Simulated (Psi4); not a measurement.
**One shape, several levels: CH4OSi (SMILES CO[SiH])**

Wanted: a comparison of 5 runs (PBE0/def2-SVP, B2PLYP/6-311+G**, r2SCAN/cc-pVTZ, BCCD(T)/3-21G, MP4(SDQ)/6-31G**) of CH4OSi. 

The results are computed with Psi4 1.11.

**1. The system as given**

CH4OSi: 7 atoms, total charge 0, spin state singlet. As SMILES, `CO[SiH]`. Geometry: relaxed at PBE0-D4/def2-TZVP. This is one conformer, not always the lowest.

Bond lengths: C1–O2 1.410 Å, O2–Si3 1.639 Å, C1–H4 1.092 Å, C1–H5 1.095 Å, C1–H6 1.092 Å, Si3–H7 1.552 Å. Angles: C1–O2–Si3 130.6°, O2–C1–H4 109.2°, O2–C1–H5 110.9°, O2–C1–H6 109.2°, O2–Si3–H7 97.1°, H4–C1–H5 109.5°, H4–C1–H6 108.5°, H5–C1–H6 109.5°.

**2. The energy at PBE0/def2-SVP (run 1)**

ch4osi.inp

```
memory 1.6 GB

molecule system {
  0 1
  C     -0.512400     0.485500    -0.338500
  O     -0.443200    -0.446500     0.717600
  Si     0.796900    -1.387300     1.229900
  H     -1.296400     0.180800    -1.035500
  H      0.443800     0.547500    -0.868700
  H     -0.769300     1.467500     0.065400
  H      1.841700    -0.915600     0.184100
  units angstrom
  symmetry c1
  no_reorient
  no_com
}

set reference rks
set puream true
set e_convergence 1e-09
set d_convergence 1e-08
set scf_type pk
set dft_radial_points 99
set dft_spherical_points 590

energy_value, wavefunction = energy("pbe0/def2-SVP", return_wfn=True)
oeprop(wavefunction, "WIBERG_LOWDIN_INDICES", "DIPOLE", "QUADRUPOLE", title="PBE0")
```

Started as:

```sh
psi4 ch4osi.inp ch4osi.out -n 1
```

ch4osi.out:

```text
[...]
  Running in c1 symmetry.
[...]
  Nuclear repulsion =  101.069904478392957
[...]
  Multiplicity = 1
[...]
  Nalpha       = 16
  Nbeta        = 16
[...]
    Number of basis functions: 66
[...]
   @RKS iter   1:  -404.60865425261608   -4.02872e-01   8.61554e-03 DIIS/ADIIS
[...]
   @RKS iter  11:  -404.76244779223288   -9.66338e-13   2.91562e-09 DIIS
[...]
  @RKS Final Energy:  -404.76244779223288
   => Energetics <=
    Nuclear Repulsion Energy =            101.0699044783929565
    One-Electron Energy =                -758.7237514076563230
    Two-Electron Energy =                 280.2347650743000713
    DFT Exchange-Correlation Energy =     -27.3433659372695281
    Empirical Dispersion Energy =           0.0000000000000000
    VV10 Nonlocal Energy =                  0.0000000000000000
    Total Energy =                       -404.7624477922328765
[...]
 Multipole Moments:
 ------------------------------------------------------------------------------------
     Multipole            Electronic (a.u.)      Nuclear  (a.u.)        Total (a.u.)
 ------------------------------------------------------------------------------------
 L = 1.  Multiply by 2.5417464519 to convert [e a0] to [Debye]
 Dipole X            :         -9.0332114            8.9882933           -0.0449181
 Dipole Y            :         36.0141069          -35.5287409            0.4853660
 Dipole Z            :        -36.9676822           36.4220144           -0.5456678
 Magnitude           :                                                    0.7316769
 L = 2.  Multiply by 1.3450342976 to convert [e a0^2] to [Debye ang]
 Quadrupole XX       :        -84.2337540           63.9174888          -20.3162652
 Quadrupole XY       :         64.9704327          -64.9708067           -0.0003740
[...]
```

Wall time 13 s (1 thread of Intel Xeon Platinum 8259CL at 2.50GHz (Skylake/Cascade Lake), shared host); peak memory 0.92 GiB.

**3. A single-point energy at B2PLYP/6-311+G(d,p) (density fitting for correlation) (run 2)**

ch4osi.json

```json
{
  "schema_name": "qcschema_input",
  "schema_version": 1,
  "molecule": {
    "schema_name": "qcschema_molecule",
    "schema_version": 2,
    "symbols": ["C", "O", "Si", "H", "H", "H", "H"],
    "geometry": [-0.96829567, 0.91746203, -0.63967229, -0.83752662, -0.84376271, 1.35606747, 1.50592275, -2.62161705, 2.32417416, -2.44984095, 0.34166248, -1.9568114, 0.83866045, 1.03462505, -1.64160508, -1.45376631, 2.77317309, 0.12358809, 3.4803086, -1.73023324, 0.34789858],
    "molecular_charge": 0,
    "molecular_multiplicity": 1,
    "fix_symmetry": "c1"
  },
  "driver": "energy",
  "model": {
    "method": "b2plyp",
    "basis": "6-311+G**"
  },
  "keywords": {
    "puream": true,
    "e_convergence": 1e-09,
    "d_convergence": 1e-08,
    "scf_type": "pk",
    "dft_radial_points": 99,
    "dft_spherical_points": 590,
    "num_frozen_docc": 7
  }
}
```

Started as:

```sh
psi4 --qcschema ch4osi.json -n 1 --memory 1600MB
```

stdout:

```text
[...]
  Running in c1 symmetry.
[...]
  Nuclear repulsion =  101.069904561138330
[...]
  Multiplicity = 1
[...]
  Nalpha       = 16
  Nbeta        = 16
[...]
    Number of basis functions: 98
[...]
   @RKS iter   1:  -404.70319012101226   -5.50366e-01   6.37313e-03 ADIIS/DIIS
[...]
   @RKS iter  11:  -404.86142207097197   -1.36424e-12   2.72367e-09 DIIS
[...]
  @RKS Final Energy:  -404.86142207097197
   => Energetics <=
    Nuclear Repulsion Energy =            101.0699045611383298
    One-Electron Energy =                -759.0136448358045982
    Two-Electron Energy =                 270.4917484322376708
    DFT Exchange-Correlation Energy =     -17.4094302285433109
    Empirical Dispersion Energy =           0.0000000000000000
    VV10 Nonlocal Energy =                  0.0000000000000000
    Total Energy =                       -404.8614220709719689
[...]
 Multipole Moments:
 ------------------------------------------------------------------------------------
     Multipole            Electronic (a.u.)      Nuclear  (a.u.)        Total (a.u.)
 ------------------------------------------------------------------------------------
 L = 1.  Multiply by 2.5417464519 to convert [e a0] to [Debye]
 Dipole X            :          0.4405297           -0.3626770            0.0778527
 Dipole Y            :         -3.1884518            3.6121422            0.4236903
 Dipole Z            :          3.5165665           -4.0483827           -0.5318162
 Magnitude           :                                                    0.6843998
[...]
```

The result, in JSON:

```text
{
 "driver": "energy",
 "model": {
  "method": "b2plyp",
  "basis": "6-311+G**"
 },
 "success": true,
 "return_result": -405.00726464407944,
 "properties": {
  "calcinfo_nbasis": 98,
  "calcinfo_nmo": 98,
  "calcinfo_nalpha": 16,
  "calcinfo_nbeta": 16,
  "calcinfo_natom": 7,
  "nuclear_repulsion_energy": 101.06990456113833,
  "return_energy": -405.00726464407944,
  "scf_one_electron_energy": -759.0136448358046,
  "scf_two_electron_energy": 270.49174843223767,
  "scf_xc_energy": -17.40943022854331,
  "scf_dipole_moment": [0.07785267294132081, 0.42369033726497474, -0.5318162274249802],
  "scf_total_energy": -404.86142207097197,
  "scf_iterations": 11
 }
}
```

Run time: 22 s. Hardware: 1 thread of Intel Xeon Platinum 8259CL at 2.50GHz (Skylake/Cascade Lake), shared host; peak memory 0.71 GiB.

Runs 3 to 4 aren't shown in full; the table further down has their settings and results.

**4. A single-point energy at MP4(SDQ)/6-31G(d,p) (density fitting, Cartesian functions) (run 5)**

calc.inp

```
memory 1600 MB

molecule system {
  C
  O 1 1.410234
  Si 2 1.63872 1 130.592
  H 1 1.092386 2 109.1901 3 120.92578
  H 1 1.095114 4 109.48344 2 121.61844
  H 1 1.092454 4 108.53334 5 119.44861
  H 3 1.551711 2 97.14136 1 -0.00713
}

set {
  scf_type    df
  freeze_core true
}

E = energy("mp4(sdq)/6-31G**")
print_variables()
```

Started as:

```sh
psi4 -n 1 calc.inp calc.out
```

calc.out:

```text
[...]
  Running in c1 symmetry.
[...]
  Nuclear repulsion =  101.069910450782501
[...]
  Multiplicity = 1
[...]
  Nalpha       = 16
  Nbeta        = 16
[...]
    Number of basis functions: 69
[...]
   @DF-RHF iter   1:  -403.89300957969999   -8.48642e-01   5.00236e-03 ADIIS/DIIS
[...]
   @DF-RHF iter  11:  -403.95244109250518   -1.08002e-12   3.24867e-09 DIIS
[...]
  @DF-RHF Final Energy:  -403.95244109250518
   => Energetics <=
    Nuclear Repulsion Energy =            101.0699104507825012
    One-Electron Energy =                -758.7609855850525946
    Two-Electron Energy =                 253.7386340417649819
    Total Energy =                       -403.9524410925051825
[...]
 Multipole Moments:
 ------------------------------------------------------------------------------------
     Multipole            Electronic (a.u.)      Nuclear  (a.u.)        Total (a.u.)
 ------------------------------------------------------------------------------------
 L = 1.  Multiply by 2.5417464519 to convert [e a0] to [Debye]
 Dipole X            :         -0.0000439            0.0000147           -0.0000292
 Dipole Y            :         -0.2220490            0.1004695           -0.1215795
 Dipole Z            :          4.7090546           -5.4367652           -0.7277106
 Magnitude           :                                                    0.7377969
[...]
      * MP2 total energy:                   -404.358943529719
[...]
      * MP3 total energy:                   -404.382416633731
[...]
```

It took 5.4 s on 1 thread of Intel Xeon Platinum 8259CL at 2.50GHz (Skylake/Cascade Lake), shared host; peak memory 0.34 GiB.

**5. The series**

```
run                                                    level  frozen core orbitals  fitting correlation  energy (Eh)  HOMO energy (eV)  LUMO energy (eV)  HOMO–LUMO gap (eV)  wall time
  1                                            PBE0/def2-SVP                     0                    –  -404.762448             -6.44             -1.82                4.62       13 s
  2       B2PLYP/6-311+G** (density fitting for correlation)                     7      density fitting  -405.007265             -7.49             -0.92                6.57       22 s
  3                                           r2SCAN/cc-pVTZ                     0                    –  -405.161992             -5.63             -2.65                2.99    3.2 min
  4                                            BCCD(T)/3-21G                     0                 none  -402.107070             -8.89              1.36               10.24       24 s
  5  MP4(SDQ)/6-31G** (density fitting, Cartesian functions)                     7                 none  -404.392993             -8.92              1.34               10.26      5.4 s
```

**6. Results**

```
                                          quantity          value
                               run 5: total energy  -404.39299 Eh
        run 5: HOMO energy (Hartree–Fock orbitals)       -8.92 eV
        run 5: LUMO energy (Hartree–Fock orbitals)        1.34 eV
      run 5: HOMO–LUMO gap (Hartree–Fock orbitals)       10.26 eV
run 5: correlation energy (7 core orbitals frozen)     -440.6 mEh
```

In words: Over runs 1, 2, 3 the HOMO–LUMO gap runs from 2.99 eV (r2SCAN/cc-pVTZ) to 6.57 eV (B2PLYP/6-311+G**). The two ends differ in method and basis. A double hybrid's value is that of its SCF part. Totals of different functionals can't be ranked against each other. All runs together took 4.3 min, the longest 3.2 min.
